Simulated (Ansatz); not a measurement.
# Property card for Zr$_{2}$Au

These are results of DFT r2SCAN, scalar-relativistic, plane waves, PAW in Ansatz 0.2.0, not measurements.

Plane waves to 500 eV, a k mesh through Γ of 18×18×18 on the computed 3-atom cell and Gaussian smearing (0.10 eV); no spin polarisation.

The structure is relaxed at this level of theory with its symmetry kept. Whether it is the stable form of this composition wasn't checked.

```
CELL_PARAMETERS angstrom
-1.64841 1.64841 5.83318
1.64841 -1.64841 5.83318
1.64841 1.64841 -5.83318
ATOMIC_POSITIONS crystal
Zr 0.34012 0.34012 0.00000
Zr 0.65988 0.65988 0.00000
Au 0.00000 0.00000 0.00000
```

| Property | Result |
| --- | --- |
| Space group | I4/mmm (No. 139) |
| Volume per atom | 21.13 Å³ |
| Formation energy from the elements' standard states (uncorrected) | -0.460 eV/atom |
| Generalised Kohn–Sham band gap | none (metal) |
| Density of states at the Fermi level | 1.16 states/eV per cell |
| Löwdin character within 0.5 eV of the Fermi level | Zr 4d 73 %, unprojected 14 % |

Spin-orbit coupling is left out, which matters for the bands of heavy elements.

Cost: 1 run of about 5.9 core-minutes, on Arm Neoverse V1 (shared hosts).